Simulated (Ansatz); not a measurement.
A structure relaxed at PBE0-D4/def2-TZVP, charge 1, multiplicity 1:

Cartesian coordinates in Å:
```
C 0.140 -0.271 -1.227
O -0.044 0.642 -0.083
C -0.264 0.020 1.237
H 1.009 -0.901 -1.044
H 0.263 0.364 -2.101
H -0.779 -0.848 -1.291
H 0.654 1.317 -0.048
H 0.595 -0.602 1.484
H -1.177 -0.561 1.137
H -0.399 0.840 1.936
```

(1) Give its formula and SMILES.

(2) Point group (tolerance 0.08 Å, 0.16 Å for H)?

(3) Summarise the bond lengths by kind.

Answers

(1) C2H7O, `C[OH+]C`.

(2) Cs.

(3) 2 × C–O 1.476 Å; 6 × C–H 1.086 to 1.089 Å; 1 × H–O 0.971 Å.

All numbers were calculated with Ansatz.
